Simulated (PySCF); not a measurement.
**Basis-set dependence of population analyses: `C=CC/C=C\F`**

C5H7F.
Cartesian coordinates in Å at the PBE0-D3(BJ)/def2-SVP level; atoms count from 1:
```xyz
13
C5H7F angstrom
C     -2.1020   -0.0048   -0.1183
C     -0.8754   -0.2036    0.3648
C      0.2635   -0.8186   -0.3957
C      1.4356    0.1088   -0.5111
C      2.6380   -0.1154    0.0108
F      2.9289   -1.2250    0.6916
H     -2.8869    0.4489    0.4923
H     -2.3683   -0.2932   -1.1408
H     -0.6461    0.1054    1.3924
H     -0.0850   -1.1058   -1.4027
H      0.5910   -1.7425    0.1085
H      1.2995    1.0547   -1.0432
H      3.4907    0.5652   -0.0656
```

PBE0 throughout (PySCF), one geometry, spherical d and f functions. Isolated species at its PBE0-D3(BJ)/def2-SVP geometry (one conformer only). The first 7 of 12 kinds of atom are listed.

Mulliken charges (e):

```tsv
basis	functions	C1	C2	C3	C4	C5	F6	H7
STO-3G	37	-0.175	-0.074	-0.157	-0.117	+0.011	-0.071	+0.081
6-31G	68	-0.361	-0.071	-0.448	-0.163	+0.134	-0.315	+0.159
pcSseg-0	68	-0.409	-0.221	-0.574	-0.300	+0.173	-0.353	+0.220
6-31G*	98	-0.397	-0.073	-0.432	-0.200	+0.159	-0.299	+0.171
cc-pVDZ	119	-0.033	-0.116	+0.027	-0.165	+0.196	-0.173	+0.045
def2-SVP	119	-0.082	-0.116	+0.045	-0.167	+0.192	-0.212	+0.053
aug-cc-pVDZ	201	+0.218	+0.987	+0.545	+0.693	+0.633	-0.494	-0.379
6-311+G(2d,p)	204	-0.399	+0.137	-0.396	+0.074	-0.033	-0.272	+0.120
def2-TZVP	228	-0.282	-0.137	-0.129	-0.195	+0.063	-0.190	+0.128
cc-pVTZ	278	-0.279	-0.104	-0.124	-0.203	+0.078	-0.167	+0.121
IGLO-III	280	-0.237	-0.074	-0.202	-0.133	+0.139	-0.236	+0.110
pcSseg-2	314	-0.092	-0.127	+0.086	-0.181	+0.241	-0.260	+0.060
```

IAO charges (e):

```tsv
basis	functions	C1	C2	C3	C4	C5	F6	H7
STO-3G	37	-0.271	-0.133	-0.267	-0.195	+0.011	-0.089	+0.135
6-31G	68	-0.325	-0.126	-0.279	-0.193	+0.098	-0.254	+0.153
pcSseg-0	68	-0.308	-0.129	-0.282	-0.202	+0.107	-0.243	+0.148
6-31G*	98	-0.314	-0.122	-0.263	-0.201	+0.135	-0.261	+0.147
cc-pVDZ	119	-0.319	-0.122	-0.265	-0.203	+0.132	-0.261	+0.149
def2-SVP	119	-0.309	-0.119	-0.260	-0.197	+0.134	-0.262	+0.145
aug-cc-pVDZ	201	-0.331	-0.126	-0.270	-0.203	+0.130	-0.276	+0.154
6-311+G(2d,p)	204	-0.331	-0.126	-0.271	-0.202	+0.130	-0.277	+0.154
def2-TZVP	228	-0.330	-0.126	-0.271	-0.204	+0.134	-0.276	+0.154
cc-pVTZ	278	-0.330	-0.125	-0.272	-0.205	+0.134	-0.273	+0.154
IGLO-III	280	-0.332	-0.127	-0.273	-0.203	+0.131	-0.277	+0.155
pcSseg-2	314	-0.331	-0.126	-0.272	-0.204	+0.133	-0.277	+0.154
```

Hirshfeld charges (e):

```
        basis  functions      C1      C2      C3      C4      C5      F6      H7
       STO-3G         37  -0.070  -0.026  +0.001  -0.072  +0.029  -0.026  +0.026
        6-31G         68  -0.109  -0.036  -0.050  -0.066  +0.028  -0.093  +0.045
     pcSseg-0         68  -0.102  -0.032  -0.053  -0.066  +0.034  -0.082  +0.044
       6-31G*         98  -0.109  -0.038  -0.052  -0.071  +0.029  -0.081  +0.045
      cc-pVDZ        119  -0.107  -0.035  -0.062  -0.071  +0.027  -0.069  +0.045
     def2-SVP        119  -0.108  -0.035  -0.064  -0.069  +0.032  -0.076  +0.045
  aug-cc-pVDZ        201  -0.111  -0.042  -0.078  -0.073  +0.031  -0.084  +0.048
6-311+G(2d,p)        204  -0.108  -0.043  -0.074  -0.073  +0.032  -0.088  +0.047
    def2-TZVP        228  -0.110  -0.040  -0.074  -0.072  +0.031  -0.084  +0.047
      cc-pVTZ        278  -0.111  -0.039  -0.072  -0.072  +0.030  -0.079  +0.047
     IGLO-III        280  -0.111  -0.041  -0.077  -0.072  +0.031  -0.084  +0.048
     pcSseg-2        314  -0.111  -0.040  -0.077  -0.072  +0.032  -0.085  +0.048
```

Problem. Which scheme is steadiest as the basis changes?

Solution. Largest range over the bases for any column: Hirshfeld 0.08 e, IAO 0.19 e, Mulliken 1.21 e. Hirshfeld charges move least and Mulliken charges most, counted in e. Without the minimal STO-3G basis the ranges are Hirshfeld 0.03, IAO 0.04, Mulliken 1.21 e.

Problem. How much do the charges still move between the two largest bases, IGLO-III and pcSseg-2?

Solution. At most, over all atoms: Mulliken 0.287 e, IAO 0.002 e, Hirshfeld 0.001 e.

Problem. What do the same runs give for the total energy, the frontier levels and the dipole moment?

Solution. 
| basis | energy (Eh) | HOMO (eV) | LUMO (eV) | μ (D) |
| --- | --- | --- | --- | --- |
| STO-3G | -290.4139 | -4.54 | 3.41 | 0.46 |
| 6-31G | -294.1249 | -7.05 | 0.36 | 1.39 |
| pcSseg-0 | -293.5356 | -7.31 | 0.11 | 1.43 |
| 6-31G* | -294.1873 | -6.91 | 0.42 | 1.05 |
| cc-pVDZ | -294.2134 | -7.08 | 0.18 | 1.03 |
| def2-SVP | -293.9809 | -7.17 | 0.11 | 1.10 |
| aug-cc-pVDZ | -294.2330 | -7.26 | -0.21 | 1.12 |
| 6-311+G(2d,p) | -294.2855 | -7.28 | -0.21 | 1.16 |
| def2-TZVP | -294.3114 | -7.25 | -0.10 | 1.10 |
| cc-pVTZ | -294.3017 | -7.21 | -0.03 | 1.07 |
| IGLO-III | -294.3184 | -7.27 | -0.18 | 1.11 |
| pcSseg-2 | -294.3121 | -7.28 | -0.17 | 1.14 |

The dipole is fixed by the density alone, so its range of 0.97 D shows that the density itself changes with the basis, not only its division among atoms.
